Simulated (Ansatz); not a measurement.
**fcc Ir**

These are HSE06 (PAW; Ansatz, an electronic-structure program) values and carry that method's errors.

Settings: plane-wave cutoff 500 eV, 12×12×12 k mesh, Fermi–Dirac smearing 0.1 eV, no spin polarisation, scalar-relativistic PAW data made under PBE.

Cell: relaxed at this level.

| Item | Result |
|---|---|
| equilibrium volume per atom | 13.96 Å³/atom |
| lattice parameter a | 3.822 Å |

Measured, for comparison: equilibrium volume per atom 14.06 Å³/atom, lattice constant a 3.831 Å (static lattice: zero-point anharmonic expansion removed; as tabulated in Mejia-Rodriguez and Trickey (2018), arXiv:1807.09216). Computed (rounded) less measured: equilibrium volume per atom -0.7 %, lattice constant a -0.2 %.

Note: exact exchange on metals is sensitive to the k mesh and can open a false gap; the run warned that the count of filled bands differs between k points.

Spin–orbit coupling is not included.

Computed values are for the static lattice.

Computing time: around 8 core-minutes (rough).
